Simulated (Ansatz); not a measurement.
## Rock-salt NaI: smallest direct gap on the k points sampled by level of theory

No measured value is used here.

```
level (code)                   value (eV)
-----------------------------  ----------
LDA+SOC (Ansatz)                     2.99
BLYP (Ansatz)                        3.72
PBE+SOC (Ansatz)                     3.31
RPBE (Ansatz)                  (withheld)
r²SCAN+SOC (Ansatz)                  4.10
B3LYP (VWN-RPA form) (Ansatz)  (withheld)
HSE06+SOC (Ansatz)             (withheld)
PBE0 (Ansatz)                        5.34
Hartree–Fock (Ansatz)               10.82
G0W0@HSE06 (Ansatz)                  6.16
G0W0@PBE (Ansatz)                    5.65
G0W0@r²SCAN (Ansatz)           (withheld)
```

Problem. Fill in the missing entries.

Solution. 
- RPBE (Ansatz, an electronic-structure program), value (eV): 3.90
- B3LYP (VWN-RPA form) (Ansatz), value (eV): 5.06
- HSE06+SOC (Ansatz), value (eV): 4.31
- G0W0@r²SCAN (Ansatz), value (eV): 6.08

Computed values are for a static lattice. Spin–orbit coupling is included only where a level's name says +SOC; with heavier elements it mostly lowers gaps and can invert bands.  G0W0@HSE06: GW on a hybrid start was not checked against another program. Values are at the measured cell. Cutoffs and k meshes differ between the levels. Ansatz's density-functional and Hartree–Fock values are scalar-relativistic unless marked +SOC, with PAW data made under PBE.
